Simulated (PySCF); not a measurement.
C2H7N.

```xyz
10

C      0.0201    -0.2223     1.2121
N     -0.1470     0.5620     0.0000
C      0.0201    -0.2223    -1.2121
H      0.9791    -0.7643     1.2649
H     -0.7797    -0.9641     1.2772
H     -0.0569     0.4263     2.0857
H      0.5033     1.3376     0.0000
H      0.9791    -0.7643    -1.2649
H     -0.0569     0.4263    -2.0857
H     -0.7797    -0.9641    -1.2772
```
Charge 0, spin multiplicity 1.

Geometry: B3LYP-D3(BJ)/def2-TZVP.

Level of theory: PySCF with PBE/pcSseg-1. Non-relativistic, no solvent.

Computed absolute GIAO shielding of each atom: isotropic value and principal components (ppm):
| atom | σ(iso) | σ11 | σ22 | σ33 | span |
|---|---|---|---|---|---|
| C1 | 139.5 | 110.2 | 126.8 | 181.6 | 71.4 |
| N2 | 226.9 | 191.4 | 214.1 | 275.3 | 83.9 |
| C3 | 139.5 | 110.2 | 126.8 | 181.6 | 71.4 |
| H4 | 29.2 | 25.2 | 27.3 | 35.0 | 9.8 |
| H5 | 29.2 | 25.5 | 27.4 | 34.8 | 9.3 |
| H6 | 28.7 | 24.8 | 26.6 | 34.7 | 9.8 |
| H7 | 32.0 | 22.7 | 32.0 | 41.4 | 18.7 |
| H8 | 29.2 | 25.2 | 27.3 | 35.0 | 9.8 |
| H9 | 28.7 | 24.8 | 26.6 | 34.7 | 9.8 |
| H10 | 29.2 | 25.5 | 27.4 | 34.8 | 9.3 |
